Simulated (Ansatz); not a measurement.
`SC1OCO1`. Charge 0, multiplicity 1. The structure was optimised at the PBE0-D4/def2-TZVP level. It is one conformer, not always the lowest.

```xyz
9

S    -0.913    1.348   -1.350
C    -0.104    0.581    0.072
O    -0.849   -0.506    0.573
C     0.297   -1.312    0.339
O     1.025   -0.226   -0.204
H    -0.414    2.574   -1.134
H     0.108    1.356    0.818
H     0.738   -1.698    1.266
H     0.114   -2.118   -0.381
```

What is the dipole moment at r2SCAN/def2-TZVPP? (Estimate.)

Ansatz gave: 1.25 D, with components (0.78, 0.05, 0.98) D in this frame, pointing from negative to positive charge.

And with PBE, B3LYP, ωB97M-V? (Estimate.)

The calculation gave: PBE 1.18 D, B3LYP 1.19 D, ωB97M-V 1.17 D.

Give the Mulliken charges with r2SCAN, PBE, B3LYP in def2-TZVPP. (An estimate is asked.)

Ansatz gave: 
```tsv
atom	r2SCAN	PBE	B3LYP
S1	-0.13	-0.14	-0.12
C2	0.30	0.20	0.25
O3	-0.35	-0.28	-0.35
C4	0.29	0.16	0.19
O5	-0.34	-0.27	-0.34
H6	0.09	0.10	0.09
H7	0.05	0.08	0.09
H8	0.04	0.08	0.09
H9	0.05	0.08	0.09
```

B3LYP here is the variant with VWN-RPA as its local correlation; programs differ in this.
